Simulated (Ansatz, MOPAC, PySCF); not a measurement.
System: AlF2, net charge 0, doublet state. SMILES: [F][Al][F]
Geometry: optimised at B3LYP-D3(BJ)/def2-TZVP (Ansatz, a program for electronic structure).

Unscaled harmonic wavenumbers (cm⁻¹) in rising order, each level at the stationary point that it reaches from this structure (no distance between atoms moves by over 0.3 Å); the order of modes can differ between levels, and a negative number is imaginary. B3LYP-D3(BJ)/def2-TZVP (PySCF, at the structure above): 230, 743, 890.

PM7 (MOPAC): 166, 870, 1066. Zero-point energy 3.0 against 2.7 kcal/mol; where all levels lie over 400 cm⁻¹, the wavenumbers are on average 1.184 times those of B3LYP-D3(BJ)/def2-TZVP.

HF/3-21G (Ansatz): 289, 843, 980. Zero-point energy 3.0 against 2.7 kcal/mol; where all levels lie over 400 cm⁻¹, the wavenumbers are on average 1.118 times those of B3LYP-D3(BJ)/def2-TZVP.

B3LYP/6-31G* (Ansatz): 243, 770, 929. Zero-point energy 2.8 against 2.7 kcal/mol; where all levels lie over 400 cm⁻¹, the wavenumbers are on average 1.041 times those of B3LYP-D3(BJ)/def2-TZVP.
